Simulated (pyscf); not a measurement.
PySCF, gas phase, ωB97X-D3(BJ)/def2-SVP geometries.

Q: Estimate the classical barrier height and the reaction energy of [F–W(=S)=S]• (SMILES [F][W](=[S])=[S]) + HF (SMILES F) → F–W(F)(=S)=S (SMILES [F][W]([F])(=[S])=[S]) + H• (SMILES [H]) at PBE0-D3(BJ)/def2-TZVP. The step runs on the doublet surface, breaks F–H and forms F–W; take the separated reactants as zero.

A: ΔE‡ = 96.5 kJ/mol, ΔE = +15.6 kJ/mol. ωB97M-D3(BJ)/def2-TZVP gives 127.7 kJ/mol and +30.9 kJ/mol. Zero-point energy shifts the barrier by -13.7 kJ/mol. It is an atom transfer, with an imaginary mode of 2324i cm⁻¹. On the reactant side the descent ends in an adduct with a F–W contact, 44.6 kJ/mol under the separated species and 164.2 kJ/mol under the saddle at ωB97X-D3(BJ)/def2-TZVP. What is counted as formed (F–W) is already present as a longer contact in the reactant adduct; forming that adduct is a step of its own. One saddle was located; it need not be the lowest between these sides. The angle at the transferred F is 134°. Open-shell species with a d-block atom are single-reference here; other states, and whether the spin sits on metal or ligand, were not checked. Elements past Kr carry the def2 core potentials, without spin-orbit coupling.
